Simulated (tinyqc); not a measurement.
Worked calculation: Pariser-Parr-Pople SCF with singles CI, for the molecule C=CC=C (SMILES; centres numbered as the heavy atoms are written). One step of it, computed by the program tinyqc.

Problem. Iteration 2: orbitals and new P. Diagonalise F (the basis is taken as orthonormal) and form P = 2 sum c c over the lowest orbitals; 0.3 of the old P is kept.

F (eV):
```
           1C         2C         3C         4C
1C  -4.609585  -5.724532   0.243185   0.564464
2C  -5.724532  -5.503889  -3.552153   0.243185
3C   0.243185  -3.552153  -5.503889  -5.724532
4C   0.564464   0.243185  -5.724532  -4.609585
```

pi electrons, sum of z_r less the charge = 4

P after iteration 1:
```
           1C         2C         3C         4C
1C   0.722938   0.883090  -0.092833  -0.307651
2C   0.883090   1.277062   0.307651  -0.092833
3C  -0.092833   0.307651   1.277062   0.883090
4C  -0.307651  -0.092833   0.883090   0.722938
```

Give: orbital energies; P after iteration 2.

Solution.

orbital energies (eV): -12.5774  -9.7443  -0.5238  2.6185

P after iteration 2:
```
         1C       2C       3C       4C
1C   0.8626   0.9212  -0.0474  -0.3290
2C   0.9212   1.1374   0.3290  -0.0474
3C  -0.0474   0.3290   1.1374   0.9212
4C  -0.3290  -0.0474   0.9212   0.8626
```
